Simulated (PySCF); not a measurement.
# Si₂+: from the state search to spectroscopic constants

An exercise on one series of results from a longer session: the logs are not shown, and one member is left open.

Method: Si def2-TZVPPD, no relativity; program: PySCF 2.14.0.

Set-up of the first run:

Settings of the job:

```json
{"atoms": "Si, Si", "charge": "1", "basis": "Si def2-TZVPPD", "Hamiltonian": "no relativity", "basis functions": "96", "electrons treated": "27", "masses in u": "27.9769, 27.9769", "levels": "PBE0, PBE, r²SCAN, LDA, B2PLYP, TPSS, PBEsol, M06, LC-ωPBE, HF, MP2, SCS-MP2, CCSD, CCSD(T)", "grid": "80 radial by 434 angular points", "occupations": "held fixed by the projection of orbital angular momentum", "dissociation limit": "Si+ + Si, each in its ground configuration", "starting distance in angstrom": "2.330", "values of 2S to try": "1, 3"}
```

On the command line:

```
$ OMP_NUM_THREADS=2 python dia.py task.json out
```

Steps of the session up to this table: The job; The PBE0 curve of the state that the search chose; Excited determinants; PBE; r²SCAN (meta-GGA); LDA; B2PLYP; TPSS (meta-GGA); PBEsol (GGA); M06; LC-ωPBE; UHF; Adding correlation.

One of the session's tables, all rows but one given; the rest of the session is left out.

```
      level  Re (Å)  ωe (cm⁻¹)  De (eV)
        UHF   2.256        501     2.33
    UHF-MP2   2.261        494     3.40
UHF-SCS-MP2       ?          ?        ?
   UHF-CCSD   2.269        482     3.19
UHF-CCSD(T)   2.277        472     3.39
        LDA   2.279        454     4.39
        PBE   2.302        441     3.95
     PBEsol   2.292        449     4.16
       TPSS   2.290        450     3.78
     r²SCAN   2.281        464     3.87
       PBE0   2.273        472     3.71
        M06   2.275        464     3.81
    LC-ωPBE   2.233        517     3.31
     B2PLYP   2.278        465     3.43
```

**Question.** Estimate the row for UHF-SCS-MP2.

**Answer.** Re (Å): 2.245; ωe (cm⁻¹): 517; De (eV): 3.11. In the column «Re (Å)» it lies between LC-ωPBE (2.233) and UHF (2.256).
